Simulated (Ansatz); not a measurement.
C4H5F can be A, `C#CC(C)F`, or B, `C#CCCF`.

Program: Ansatz. Geometries: PBE0-D4/def2-TZVP. ΔE: electronic, gas phase. CCSD(T)/CBS is the MP2 limit (def2-TZVPP, def2-QZVPP) plus CCSD(T) − MP2 in def2-TZVPP, frozen cores. DFT in def2-TZVPP. B3LYP here is the variant with VWN-RPA as its local correlation; programs differ in this. Each species was taken in one conformer, which may not be the lowest.

Which isomer does CCSD(T)/CBS put lower? Give the gap. (An estimate is asked.)

Ansatz gave: A, by 2.6 kJ/mol.

Give E(B) − E(A) in kJ/mol with B3LYP-D4, B3LYP, PBE0-D4, r2SCAN-D4, HF/def2-TZVPP, ωB97M-V, PBE-D4. (Best estimate.)

Ansatz gave: B3LYP-D4 2.6, B3LYP 2.3, PBE0-D4 1.7, r2SCAN-D4 4.3, HF/def2-TZVPP -1.0, ωB97M-V 3.1, PBE-D4 3.3. The order is the other way round with HF/def2-TZVPP.

Does the order hold for the free energy at 298.15 K (harmonic terms from PBE0-D4)? (Best estimate.)

Computed: Yes: G(B) − G(A) = +3.7 kJ/mol, for one conformer each.

Largest T1 diagnostic: 0.011.

Leaving LDA and LC-ωPBE aside and taking each functional with its dispersion term where it has one, the values, not all of them listed here, spread over 3.9 kJ/mol, from BHLYP-D4 to B97M-V. In def2-TZVPP, CCSD(T) changes the Hartree–Fock value by +4.2 kJ/mol (the triples alone add +1.0 kJ/mol) and MP2 by +4.1 kJ/mol.
